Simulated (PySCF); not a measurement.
**SiCl: from HF to coupled cluster**

Aim: at the PBE0 minimum of doublet SiCl, found before, compare methods on energies and levels.

Program: PySCF 2.14.0. Level of theory: several methods, basis Si def2-TZVPD, Cl def2-TZVPD, no relativity, density fitting. These are calculated values, not measurements.

## (1) The system as given

2 atoms, charge 0, spin multiplicity 2.

Bond lengths: Si1–Cl2 2.068 Å.

```xyz
2
charge 0 multiplicity 2
Si    0.0000    0.0000   -1.1487
Cl    0.0000    0.0000    0.9191
```

## (2) CCSD(T)

One driver script runs all steps and calls PySCF; scf.py shows the equivalent input of each level. Each SCF starts from the density of the minimum. The driver also runs the species with one electron less or more at the same geometry (one less: multiplicity 1, one more: multiplicity 3); their logs are not shown.

scf.py reads:

```python
from pyscf import gto, scf, dft
mol = gto.M(atom='''
Si     0.000000    -0.000000    -1.148738
Cl     0.000000     0.000000     0.919051''',
    basis={'Si': 'def2-TZVPD', 'Cl': 'def2-TZVPD'},
    charge=0, spin=1)
mf = scf.UHF(mol)
aux = {'Si': 'def2-universal-JKFIT', 'Cl': 'def2-universal-JKFIT'}
mf = mf.density_fit(auxbasis=aux)
mf.conv_tol = 1e-08
mf.diis_space = 10
mf.max_cycle = 60
mf.verbose = 4
mf.kernel()
from pyscf import cc
mycc = cc.CCSD(mf, frozen=10).run()
mycc.ccsd_t()
```

Run with:

```sh
$ OMP_NUM_THREADS=4 python axn.py task.json out
```

What it wrote:

```text
init E= -748.42725411681
[... the frontier-level lines of each cycle are left out ...]
cycle= 1 E= -748.44003309535  delta_E= -0.0128  |g|= 0.0311  |ddm|= 0.16
cycle= 2 E= -748.440767341854  delta_E= -0.000734  |g|= 0.0095  |ddm|= 0.0324
cycle= 3 E= -748.440927153488  delta_E= -0.00016  |g|= 0.00477  |ddm|= 0.0171
cycle= 4 E= -748.440966861914  delta_E= -3.97e-05  |g|= 0.00214  |ddm|= 0.00843
cycle= 5 E= -748.440980363255  delta_E= -1.35e-05  |g|= 0.000926  |ddm|= 0.0063
cycle= 6 E= -748.440983272871  delta_E= -2.91e-06  |g|= 0.000475  |ddm|= 0.00306
cycle= 7 E= -748.440984092633  delta_E= -8.2e-07  |g|= 0.000191  |ddm|= 0.00191
cycle= 8 E= -748.44098422728  delta_E= -1.35e-07  |g|= 4.24e-05  |ddm|= 0.000919
cycle= 9 E= -748.440984231086  delta_E= -3.81e-09  |g|= 1.87e-05  |ddm|= 0.000107
Extra cycle  E= -748.440984231631  delta_E= -5.45e-10  |g|= 1.15e-05  |ddm|= 2.18e-05
converged SCF energy = -748.440984231631  <S^2> = 0.77595272  2S+1 = 2.0257865
CCSD nocc = (np.int64(6), np.int64(5)), nmo = (79, 79)
Init t2, MP2 energy = -0.259077874599207
UCCSD converged
E(UCCSD) = -748.7320408011866  E_corr = -0.2910565695556209
UCCSD(T) correction = -0.0135543124850243
```

This level, with the species of one electron less or more, took 2.8 min on 4 threads of Arm Neoverse V1, shared host.

```
energy                                                              : -748.745595 Eh
one electron less (charge +1)                                       : -748.474555 Eh (singlet, ⟨S²⟩ 0.00)
one electron more (charge -1)                                       : -748.780841 Eh (triplet, ⟨S²⟩ 2.04)
MP2 correlation in its own fitting basis (same spin, opposite spin) : -0.25908 Eh (-0.06221, -0.19687)
CCSD, (T)                                                           : -0.29106, -0.01355 Eh; T1 0.018, D1 0.043
```

## (3) HF

Edit scf.py of step 2 so:

```diff
@@ -15,3 +14,0 @@
-from pyscf import cc
-mycc = cc.CCSD(mf, frozen=10).run()
-mycc.ccsd_t()
```

The SCF cycles repeat those of step 2.

This level, with the species of one electron less or more, took 0.6 s.

```
energy                        : -748.440984 Eh
one electron less (charge +1) : -748.177088 Eh (singlet, ⟨S²⟩ 0.00)
one electron more (charge -1) : -748.463020 Eh (triplet, ⟨S²⟩ 2.04)
Mulliken charge of Si1        : +0.31 e
```

## (4) PBE0

Edit scf.py of step 3 so:

```diff
@@ -7 +7,2 @@
-mf = scf.UHF(mol)
+mf = dft.UKS(mol, xc='PBE0')
+mf.grids.atom_grid = (75, 302)
```

What it wrote:

```text
init E= -749.41128361578
[... the frontier-level lines of each cycle are left out ...]
cycle= 1 E= -749.411283615514  delta_E= 2.66e-10  |g|= 3.18e-05  |ddm|= 4.5e-05
Extra cycle  E= -749.411283614989  delta_E= 5.25e-10  |g|= 4.41e-05  |ddm|= 6.3e-05
converged SCF energy = -749.411283614989  <S^2> = 0.75775635  2S+1 = 2.0077414
```

This level, with the species of one electron less or more, took 0.6 s.

| Item | Value |
| --- | --- |
| energy | -749.411284 Eh |
| one electron less (charge +1) | -749.133104 Eh (singlet, ⟨S²⟩ 0.00) |
| one electron more (charge -1) | -749.451205 Eh (triplet, ⟨S²⟩ 2.01) |
| Mulliken charge of Si1 | +0.20 e |

## (5) PBE

Edit scf.py of step 4 so:

```diff
@@ -7 +7 @@
-mf = dft.UKS(mol, xc='PBE0')
+mf = dft.UKS(mol, xc='PBE')
```

What it wrote:

```text
init E= -749.349627168033
[... the frontier-level lines of each cycle are left out ...]
cycle= 1 E= -749.351128249103  delta_E= -0.0015  |g|= 0.022  |ddm|= 0.0839
cycle= 2 E= -749.350107404759  delta_E= 0.00102  |g|= 0.0459  |ddm|= 0.0607
cycle= 3 E= -749.351444116943  delta_E= -0.00134  |g|= 0.00216  |ddm|= 0.0398
cycle= 4 E= -749.35144542598  delta_E= -1.31e-06  |g|= 0.000198  |ddm|= 0.00176
cycle= 5 E= -749.351445462286  delta_E= -3.63e-08  |g|= 0.00012  |ddm|= 0.000467
cycle= 6 E= -749.351445477217  delta_E= -1.49e-08  |g|= 3.83e-05  |ddm|= 0.000225
cycle= 7 E= -749.351445478586  delta_E= -1.37e-09  |g|= 1.87e-05  |ddm|= 7.18e-05
Extra cycle  E= -749.351445478426  delta_E= 1.61e-10  |g|= 2.53e-05  |ddm|= 3.78e-05
converged SCF energy = -749.351445478426  <S^2> = 0.75528857  2S+1 = 2.0052816
```

This level, with the species of one electron less or more, took 2.2 s.

```
energy                        : -749.351445 Eh
one electron less (charge +1) : -749.078128 Eh (singlet, ⟨S²⟩ 0.00)
one electron more (charge -1) : -749.388869 Eh (triplet, ⟨S²⟩ 2.01)
Mulliken charge of Si1        : +0.16 e
```

## (6) B3LYP

Edit scf.py of step 5 so:

```diff
@@ -7 +7 @@
-mf = dft.UKS(mol, xc='PBE')
+mf = dft.UKS(mol, xc='B3LYP')
```

What it wrote:

```text
init E= -749.718983081012
[... the frontier-level lines of each cycle are left out ...]
cycle= 1 E= -749.720014669903  delta_E= -0.00103  |g|= 0.00864  |ddm|= 0.0912
cycle= 2 E= -749.720014402869  delta_E= 2.67e-07  |g|= 0.00808  |ddm|= 0.0127
cycle= 3 E= -749.720038705011  delta_E= -2.43e-05  |g|= 0.00203  |ddm|= 0.00745
cycle= 4 E= -749.720041496777  delta_E= -2.79e-06  |g|= 0.000379  |ddm|= 0.0023
cycle= 5 E= -749.720041649667  delta_E= -1.53e-07  |g|= 7.85e-05  |ddm|= 0.000614
cycle= 6 E= -749.720041660374  delta_E= -1.07e-08  |g|= 3.61e-05  |ddm|= 0.000213
cycle= 7 E= -749.72004166172  delta_E= -1.35e-09  |g|= 1.29e-05  |ddm|= 6.43e-05
Extra cycle  E= -749.720041661771  delta_E= -5.04e-11  |g|= 1.29e-05  |ddm|= 2.32e-05
converged SCF energy = -749.720041661771  <S^2> = 0.75537088  2S+1 = 2.0053637
```

This level, with the species of one electron less or more, took 1.9 s on 4 threads of Arm Neoverse V1, shared host.

```
energy                        : -749.720042 Eh
one electron less (charge +1) : -749.444687 Eh (singlet, ⟨S²⟩ 0.00)
one electron more (charge -1) : -749.756059 Eh (triplet, ⟨S²⟩ 2.01)
Mulliken charge of Si1        : +0.20 e
```

## (7) r2SCAN

Edit scf.py of step 6 so:

```diff
@@ -7,2 +7,2 @@
-mf = dft.UKS(mol, xc='B3LYP')
-mf.grids.atom_grid = (75, 302)
+mf = dft.UKS(mol, xc='R2SCAN')
+mf.grids.atom_grid = (90, 434)
```

What it wrote:

```text
init E= -749.623440845693
[... the frontier-level lines of each cycle are left out ...]
cycle= 1 E= -749.624115008852  delta_E= -0.000674  |g|= 0.0114  |ddm|= 0.0824
cycle= 2 E= -749.623991772735  delta_E= 0.000123  |g|= 0.0179  |ddm|= 0.0288
cycle= 3 E= -749.6241934168  delta_E= -0.000202  |g|= 0.00215  |ddm|= 0.0176
cycle= 4 E= -749.624195527144  delta_E= -2.11e-06  |g|= 0.000851  |ddm|= 0.0023
cycle= 5 E= -749.624196014188  delta_E= -4.87e-07  |g|= 0.000284  |ddm|= 0.000931
cycle= 6 E= -749.624196102982  delta_E= -8.88e-08  |g|= 4.31e-05  |ddm|= 0.000603
cycle= 7 E= -749.624196104807  delta_E= -1.83e-09  |g|= 1.45e-05  |ddm|= 0.000102
Extra cycle  E= -749.624196105333  delta_E= -5.26e-10  |g|= 1.26e-05  |ddm|= 7.39e-05
converged SCF energy = -749.624196105333  <S^2> = 0.76146494  2S+1 = 2.0114323
```

This level, with the species of one electron less or more, took 4.1 s.

| Quantity | Value |
| --- | --- |
| energy | -749.624196 Eh |
| one electron less (charge +1) | -749.345303 Eh (singlet, ⟨S²⟩ 0.00) |
| one electron more (charge -1) | -749.666564 Eh (triplet, ⟨S²⟩ 2.02) |
| Mulliken charge of Si1 | +0.21 e |

## (8) wB97X

Edit scf.py of step 7 so:

```diff
@@ -7,2 +7,2 @@
-mf = dft.UKS(mol, xc='R2SCAN')
-mf.grids.atom_grid = (90, 434)
+mf = dft.UKS(mol, xc='WB97X')
+mf.grids.atom_grid = (75, 302)
```

What it wrote:

```text
init E= -749.669723272857
[... the frontier-level lines of each cycle are left out ...]
cycle= 1 E= -749.670950262675  delta_E= -0.00123  |g|= 0.0103  |ddm|= 0.115
cycle= 2 E= -749.671049659483  delta_E= -9.94e-05  |g|= 0.00545  |ddm|= 0.0208
cycle= 3 E= -749.671067842702  delta_E= -1.82e-05  |g|= 0.00205  |ddm|= 0.00638
cycle= 4 E= -749.671072963184  delta_E= -5.12e-06  |g|= 0.000287  |ddm|= 0.00483
cycle= 5 E= -749.671073205854  delta_E= -2.43e-07  |g|= 8.27e-05  |ddm|= 0.00141
cycle= 6 E= -749.671073218942  delta_E= -1.31e-08  |g|= 3.21e-05  |ddm|= 0.000225
cycle= 7 E= -749.671073221343  delta_E= -2.4e-09  |g|= 1.32e-05  |ddm|= 9.81e-05
Extra cycle  E= -749.671073221676  delta_E= -3.32e-10  |g|= 8.39e-06  |ddm|= 3.38e-05
converged SCF energy = -749.671073221676  <S^2> = 0.75667568  2S+1 = 2.0066646
```

This level, with the species of one electron less or more, took 2.4 s.

| Property | Result |
| --- | --- |
| energy | -749.671073 Eh |
| one electron less (charge +1) | -749.394577 Eh (singlet, ⟨S²⟩ 0.00) |
| one electron more (charge -1) | -749.707899 Eh (triplet, ⟨S²⟩ 2.01) |
| Mulliken charge of Si1 | +0.18 e |

## (9) The ladder

| level | atomisation energy (kJ/mol) | vertical ionisation energy (eV) | vertical electron affinity (eV) | −ε(HOMO) (eV) | gap (eV) | dipole (D) | wall time |
| --- | --- | --- | --- | --- | --- | --- | --- |
| CCSD(T) | 405 | 7.38 | 0.96 | – | – | – | 2.8 min |
| HF | 297 | 7.18 | 0.60 | 7.89 | 7.99 | 1.00 | 0.6 s |
| PBE0 | 430 | 7.57 | 1.09 | 5.22 | 2.15 | 0.78 | 0.6 s |
| PBE | 444 | 7.44 | 1.02 | 4.15 | 0.23 | 0.63 | 2.2 s |
| B3LYP | 420 | 7.49 | 0.98 | 4.92 | 1.72 | 0.82 | 1.9 s |
| r2SCAN | 435 | 7.59 | 1.15 | 4.46 | 0.69 | 0.64 | 4.1 s |
| wB97X | 432 | 7.52 | 1.00 | 7.37 | 6.47 | 0.86 | 2.4 s |

Times are for 4 threads of Arm Neoverse V1, shared host; PBE0 starts from its own converged density, so its time is not comparable. A dash stands where a species or a free atom was not run at that level, or the quantity is not defined.

Atomisation goes to high-spin atoms in their ground configurations, run at the same level, without zero-point energy.

## (10) Results

| quantity | value |
| --- | --- |
| atomisation energy, CCSD(T) in this basis | 405 kJ/mol |
| vertical ionisation energy, CCSD(T) | 7.38 eV |
| vertical electron affinity, CCSD(T) | 0.96 eV |
| orbital gap, range | 0.23 (PBE) to 7.99 (HF) eV |
| T1, D1 | 0.018, 0.043 |
| T1, D1 of the cation | 0.020, 0.040 |
| T1, D1 of the anion | 0.019, 0.066 |

What this shows: In atomisation energy the functionals lie from +15 kJ/mol (B3LYP) to +39 kJ/mol (PBE) against CCSD(T). In a basis of this size CCSD(T) binds too weakly, often by tens of kJ/mol, while functionals are nearer their limits, so this ranks no functional. HF lacks the correlation that pairing electrons in bonds brings, so it binds too weakly, by 108 kJ/mol even against this CCSD(T). Against CCSD(T), the vertical ionisation energy is best met by PBE (+0.06 eV) and worst by r2SCAN (+0.21 eV). PBE costs 2.2 s against 2.8 min for CCSD(T), a factor of about 80, and lands within 0.06 eV. Against CCSD(T), the vertical electron affinity is best met by B3LYP (+0.02 eV) and worst by HF (-0.36 eV). PBE's −ε(HOMO), 4.2 eV, falls 3.2 eV short of the ionisation energy, while its energy difference gives 7.4 eV.
